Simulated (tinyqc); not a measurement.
G0W0 on RHF in the sto-3g basis, for H2O, spin multiplicity 1, step by step (part 2 of 2). Computed by tinyqc, a small Python program that keeps every step (integrals from PySCF). Command: `OMP_NUM_THREADS=1 python tinyqc.py 23831 23832 out.jsonl` (the two numbers bound the seeds that draw the settings). One thread of a shared host (Intel(R) Xeon(R) Processor @ 2.60GHz), about 0.06 s of CPU time with the checks.

Geometry (angstrom):
```
atom         x          y         z
O     0.000000   0.000000  0.000000
H     0.000000   0.947000  0.677000
H     0.000000  -0.993000  0.710000
```

## Integrals over molecular orbitals

coefficients C, order 1O 1s, 1O 2s, 1O 2px, 1O 2py, 1O 2pz, 2H 1s, 3H 1s:
```
[[0.994578, -0.243487, 0.010953, 0.083415, 0.000000, 0.098357, -0.019974],
 [0.023055, 0.915449, -0.056615, -0.423455, 0.000000, -0.558382, 0.122090],
 [0.000000, 0.000000, 0.000000, 0.000000, 1.000000, 0.000000, 0.000000],
 [0.000231, 0.008815, 0.601970, -0.041134, 0.000000, 0.138341, 0.884754],
 [0.002508, 0.061757, 0.053008, 0.744888, 0.000000, -0.706743, 0.120077],
 [-0.004158, 0.140038, 0.475290, 0.315483, 0.000000, 0.563788, -0.794928],
 [-0.003701, 0.124555, -0.435080, 0.388367, 0.000000, 0.762379, 0.551497]]
```

core Hamiltonian H = T + V (hartree), order 1O 1s, 1O 2s, 1O 2px, 1O 2py, 1O 2pz, 2H 1s, 3H 1s:
```
[[-32.503331, -7.561302, 0.000000, -0.000774, -0.011655, -1.063040, -0.930942],
 [-7.561302, -9.129410, 0.000000, -0.008932, -0.144334, -2.577638, -2.329095],
 [0.000000, 0.000000, -7.286876, 0.000000, 0.000000, 0.000000, 0.000000],
 [-0.000774, -0.008932, 0.000000, -7.383882, -0.004314, -1.572504, 1.443611],
 [-0.011655, -0.144334, 0.000000, -0.004314, -7.336460, -1.157600, -1.064491],
 [-1.063040, -2.577638, 0.000000, -1.572504, -1.157600, -4.317311, -0.748566],
 [-0.930942, -2.329095, 0.000000, 1.443611, -1.064491, -0.748566, -4.162635]]
```

Given earlier and not repeated: Two-electron integrals (ij|kl) in chemists' order.

(pq|rs) = sum C_ip C_jq C_kr C_ls (ij|kl), one index at a time.

one-electron integrals over orbitals h = C^T H C (hartree):
```
[[-32.487154, 0.576534, -0.024801, -0.184022, 0.000000, -0.226905, 0.045730],
 [0.576534, -7.527257, 0.051836, 0.538307, 0.000000, 1.088534, -0.227911],
 [-0.024801, 0.051836, -5.816005, -0.094331, 0.000000, -0.236432, -1.795106],
 [-0.184022, 0.538307, -0.094331, -6.390391, 0.000000, 1.426588, -0.079779],
 [0.000000, 0.000000, 0.000000, 0.000000, -7.286876, 0.000000, 0.000000],
 [-0.226905, 1.088534, -0.236432, 1.426588, 0.000000, -5.204196, -0.036995],
 [0.045730, -0.227911, -1.795106, -0.079779, 0.000000, -0.036995, -5.468674]]
```

Two-electron integrals over orbitals (pq|rs), unique and non-zero (hartree):
```
(11|11) 4.747653    (21|11) -0.436119   (21|21) 0.063193    (22|11) 1.032391
(22|21) -0.016419   (22|22) 0.727344    (31|11) 0.019515    (31|21) -0.002571
(31|22) 0.001664    (31|31) 0.010432    (32|11) -0.015465   (32|21) 0.001050
(32|22) 0.000727    (32|31) 0.016212    (32|32) 0.123227    (33|11) 0.740774
(33|21) -0.004865   (33|22) 0.598430    (33|31) -0.000349   (33|32) 0.001107
(33|33) 0.572230    (41|11) 0.147789    (41|21) -0.020126   (41|22) 0.010365
(41|31) 0.001365    (41|32) 0.000284    (41|33) 0.004779    (41|41) 0.022277
(42|11) -0.145977   (42|21) 0.007156    (42|22) -0.035674   (42|31) 0.000210
(42|32) 0.003363    (42|33) 0.002197    (42|41) 0.018911    (42|42) 0.129360
(43|11) 0.021418    (43|21) -0.000629   (43|22) 0.010370    (43|31) -0.001924
(43|32) 0.030037    (43|33) 0.008178    (43|41) -0.001101   (43|42) -0.010572
(43|43) 0.059970    (44|11) 0.906847    (44|21) -0.010341   (44|22) 0.653143
(44|31) -0.000132   (44|32) -0.012461   (44|33) 0.548382    (44|41) -0.007759
(44|42) -0.085801   (44|43) 0.004952    (44|44) 0.670241    (51|51) 0.025934
(52|51) 0.033669    (52|52) 0.153920    (53|51) -0.001419   (53|52) -0.005261
(53|53) 0.025357    (54|51) -0.010597   (54|52) -0.040304   (54|53) 0.002512
(54|54) 0.044152    (55|11) 1.115366    (55|21) -0.012396   (55|22) 0.760406
(55|31) 0.000550    (55|32) -0.008111   (55|33) 0.586349    (55|41) 0.004168
(55|42) -0.079832   (55|43) 0.012433    (55|44) 0.673122    (55|55) 0.880159
(61|11) 0.175929    (61|21) -0.026796   (61|22) 0.003087    (61|31) 0.002381
(61|32) 0.001737    (61|33) -0.000537   (61|41) -0.004798   (61|42) -0.020327
(61|43) 0.001008    (61|44) 0.013422    (61|55) 0.004887    (61|61) 0.022879
(62|11) -0.238545   (62|21) 0.005836    (62|22) -0.119604   (62|31) 0.001088
(62|32) 0.009883    (62|33) -0.058282   (62|41) -0.018009   (62|42) -0.040128
(62|43) -0.003063   (62|44) -0.052942   (62|55) -0.128305   (62|61) 0.011068
(62|62) 0.089506    (63|11) 0.047618    (63|21) -0.000938   (63|22) 0.025651
(63|31) -0.002159   (63|32) 0.035796    (63|33) 0.018235    (63|41) 0.000458
(63|42) -0.009258   (63|43) 0.043168    (63|44) 0.008545    (63|55) 0.027702
(63|61) -0.000014   (63|62) -0.010937   (63|63) 0.079614    (64|11) -0.291426
(64|21) 0.004042    (64|22) -0.145347   (64|31) -0.001160   (64|32) -0.008221
(64|33) -0.051449   (64|41) -0.001220   (64|42) 0.050397    (64|43) -0.015642
(64|44) -0.131997   (64|55) -0.164466   (64|61) -0.002024   (64|62) 0.057532
(64|63) -0.027842   (64|64) 0.113007    (65|51) -0.011717   (65|52) -0.046614
(65|53) 0.004214    (65|54) -0.009029   (65|65) 0.031933    (66|11) 0.758210
(66|21) -0.007446   (66|22) 0.576066    (66|31) -0.000896   (66|32) -0.022139
(66|33) 0.530622    (66|41) 0.015676    (66|42) 0.042667    (66|43) -0.020492
(66|44) 0.538147    (66|55) 0.565280    (66|61) -0.008319   (66|62) -0.083160
(66|63) -0.015134   (66|64) -0.050679   (66|66) 0.573145    (71|11) -0.035751
(71|21) 0.005636    (71|22) -0.000008   (71|31) 0.013679    (71|32) 0.021112
(71|33) -0.001073   (71|41) -0.000469   (71|42) 0.002022    (71|43) -0.002723
(71|44) -0.002014   (71|55) -0.000960   (71|61) -0.001152   (71|62) 0.001639
(71|63) -0.002556   (71|64) -0.001029   (71|66) -0.001748   (71|71) 0.019277
(72|11) 0.051077    (72|21) -0.001089   (72|22) 0.026026    (72|31) 0.015198
(72|32) 0.060208    (72|33) 0.005734    (72|41) 0.001917    (72|42) -0.000472
(72|43) -0.025116   (72|44) 0.016326    (72|55) 0.026865    (72|61) 0.001658
(72|62) -0.004183   (72|63) -0.024005   (72|64) -0.013063   (72|66) 0.014784
(72|71) 0.019535    (72|72) 0.073034    (73|11) 0.372153    (73|21) -0.006764
(73|22) 0.176816    (73|31) -0.000278   (73|32) -0.019163   (73|33) 0.086554
(73|41) -0.000071   (73|42) -0.071702   (73|43) -0.000639   (73|44) 0.137316
(73|55) 0.207467    (73|61) 0.004769    (73|62) -0.061671   (73|63) 0.004719
(73|64) -0.105806   (73|66) 0.052053    (73|71) -0.001507   (73|72) 0.015883
(73|73) 0.162452    (74|11) 0.016987    (74|21) -0.000217   (74|22) 0.005726
(74|31) -0.007124   (74|32) -0.065824   (74|33) 0.000730    (74|41) 0.000880
(74|42) 0.002160    (74|43) -0.018401   (74|44) 0.012856    (74|55) 0.008868
(74|61) -0.001819   (74|62) -0.009138   (74|63) -0.056130   (74|64) 0.007029
(74|66) 0.023556    (74|71) -0.009661   (74|72) -0.016112   (74|73) 0.019339
(74|74) 0.067782    (75|51) 0.002358    (75|52) 0.009486    (75|53) 0.023466
(75|54) -0.000722   (75|65) -0.001288   (75|75) 0.026008    (76|11) 0.007227
(76|21) -0.000221   (76|22) -0.001209   (76|31) -0.006652   (76|32) -0.076292
(76|33) -0.002276   (76|41) -0.001819   (76|42) -0.006842   (76|43) -0.064257
(76|44) 0.013639    (76|55) 0.003681    (76|61) 0.000527    (76|62) 0.003255
(76|63) -0.064016   (76|64) 0.014900    (76|66) 0.028332    (76|71) -0.008952
(76|72) 0.000046    (76|73) 0.022586    (76|74) 0.054862    (76|76) 0.102575
(77|11) 0.830162    (77|21) -0.008881   (77|22) 0.604408    (77|31) 0.003055
(77|32) 0.026184    (77|33) 0.568837    (77|41) 0.003529    (77|42) -0.020813
(77|43) 0.024523    (77|44) 0.562210    (77|55) 0.603772    (77|61) 0.003446
(77|62) -0.056317   (77|63) 0.037172    (77|64) -0.063628   (77|66) 0.527054
(77|71) 0.002855    (77|72) 0.012903    (77|73) 0.093820    (77|74) -0.018663
(77|76) -0.028836   (77|77) 0.596495
```

## Screening: direct RPA

orbital energies (hartree): [-20.270582, -1.180873, -0.514889, -0.412921, -0.385595, 0.395515, 0.521552]

With D = e_a - e_i and K = (ia|jb): diagonalise D^(1/2) (D + 4K) D^(1/2) = Z w^2 Z^T; X + Y = D^(1/2) Z w^(-1/2), each column of Z with its largest component positive (the first on a tie); E_c = (sum w - tr (D + 2K)) / 2.

D^(1/2) (D + 4K) D^(1/2) (hartree^2), order 1>6, 1>7, 2>6, 2>7, 3>6, 3>7, 4>6, 4>7, 5>6, 5>7:
```
[[428.978830, -0.095510, 0.252702, 0.039328, -0.000238, 0.088294, -0.033088, -0.031980, 0.000000, 0.000000],
 [-0.095510, 433.916015, 0.037535, 0.464906, -0.044489, -0.027986, -0.016877, -0.170337, 0.000000, 0.000000],
 [0.252702, 0.037535, 3.049383, -0.027408, -0.052409, -0.315315, 0.259792, -0.044362, 0.000000, 0.000000],
 [0.039328, 0.464906, -0.027408, 3.395592, -0.119538, 0.084394, -0.061300, -0.081286, 0.000000, 0.000000],
 [-0.000238, -0.044489, -0.052409, -0.119538, 1.118759, 0.018334, -0.095545, -0.207089, 0.000000, 0.000000],
 [0.088294, -0.027986, -0.315315, 0.084394, 0.018334, 1.747697, -0.387405, 0.076130, 0.000000, 0.000000],
 [-0.033088, -0.016877, 0.259792, -0.061300, -0.095545, -0.387405, 1.019005, 0.024439, 0.000000, 0.000000],
 [-0.031980, -0.170337, -0.044362, -0.081286, -0.207089, 0.076130, 0.024439, 1.126601, 0.000000, 0.000000],
 [0.000000, 0.000000, 0.000000, 0.000000, 0.000000, 0.000000, 0.000000, 0.000000, 0.709905, -0.004336],
 [0.000000, 0.000000, 0.000000, 0.000000, 0.000000, 0.000000, 0.000000, 0.000000, -0.004336, 0.917290]]
```

excitation energies w (hartree): [0.842505, 0.906999, 0.950934, 0.957800, 1.160502, 1.339270, 1.780278, 1.849205, 20.711764, 20.830709]

X + Y, order 1>6, 1>7, 2>6, 2>7, 3>6, 3>7, 4>6, 4>7, 5>6, 5>7:
```
[[0.000000, 0.000127, 0.000226, 0.000000, 0.000281, -0.001477, -0.001756, -0.000018, 0.998710, -0.019241],
 [0.000000, 0.000398, 0.001247, 0.000000, 0.000958, 0.000391, -0.001145, -0.003507, 0.019355, 0.998887],
 [0.000000, -0.061426, 0.040097, 0.000000, -0.023154, 0.321703, 0.879368, -0.173309, 0.000164, 0.000021],
 [0.000000, 0.033850, 0.074277, 0.000000, -0.012209, -0.054910, 0.205704, 0.934992, 0.000033, 0.000308],
 [0.000000, 0.299633, 0.638648, 0.000000, -0.613359, 0.032154, -0.030140, -0.028685, -0.000001, -0.000022],
 [0.000000, 0.367484, -0.168668, 0.000000, 0.051901, 0.780195, -0.181803, 0.072481, 0.000046, -0.000015],
 [0.000000, 0.837789, -0.179162, 0.000000, 0.146123, -0.266535, 0.101994, -0.039300, -0.000015, -0.000007],
 [0.000000, 0.046861, 0.705195, 0.000000, 0.625753, 0.052417, -0.022768, -0.017461, -0.000018, -0.000083],
 [0.962665, 0.000000, 0.000000, -0.018870, 0.000000, 0.000000, 0.000000, 0.000000, 0.000000, 0.000000],
 [0.021682, 0.000000, 0.000000, 0.972986, 0.000000, 0.000000, 0.000000, 0.000000, 0.000000, 0.000000]]
```

RPA correlation energy = -0.07803624 hartree

## G0W0 on Hartree-Fock: HOMO

W(p,q,m) = sqrt2 sum_ia (pq|ia) (X+Y)_ia,m; Sigma_c(x) = sum_(i,m) W^2/(x - e_i + w_m) + sum_(a,m) W^2/(x - e_a - w_m); solve x = e_p + Sigma_c(x) by Newton steps; Z = 1/(1 - dSigma/dx); 1 hartree = 27.211386 eV.

The 12 largest terms at x = e_p (hartree; W for the signs of X + Y given):
```
q  m          W       term
5  6   0.232351   0.040311
5  7  -0.230288   0.029789
5  8   0.096039   0.004988
5  2  -0.062283   0.004277
2  1  -0.063171   0.002437
6  1   0.043434  -0.001162
3  4   0.032178   0.000952
5  5  -0.031202   0.000839
7  4   0.035822  -0.000688
5  3   0.021594   0.000490
4  1  -0.012315   0.000174
2  4   0.014297   0.000117
```

Newton steps (hartree):
```
step          x  Sigma_c(x)         Z
0     -0.385595    0.082578  0.944067
1     -0.307636    0.078195  0.949329
2     -0.307413    0.078183  0.949343
3     -0.307413    0.078183  0.949343
```

quasiparticle energy of the HOMO = -8.365128 eV

Hartree-Fock value = -10.492588 eV

## G0W0 on Hartree-Fock: LUMO

As before.

The 12 largest terms at x = e_p (hartree; W for the signs of X + Y given):
```
q  m          W       term
7  5   0.108697  -0.009184
4  6  -0.132891   0.008223
6  7  -0.119901  -0.008075
3  5  -0.123369   0.007349
2  7   0.134979   0.005428
4  7   0.112219   0.004865
4  2   0.061949   0.002237
6  8   0.048125  -0.001252
5  1   0.043434   0.001162
6  6   0.038629  -0.001114
4  5   0.044298   0.000997
6  2  -0.029915  -0.000987
```

Newton steps (hartree):
```
step         x  Sigma_c(x)         Z
0     0.395515    0.011819  0.970794
1     0.406989    0.011473  0.970691
2     0.406988    0.011473  0.970691
```

quasiparticle energy of the LUMO = 11.074711 eV

Hartree-Fock value = 10.762507 eV
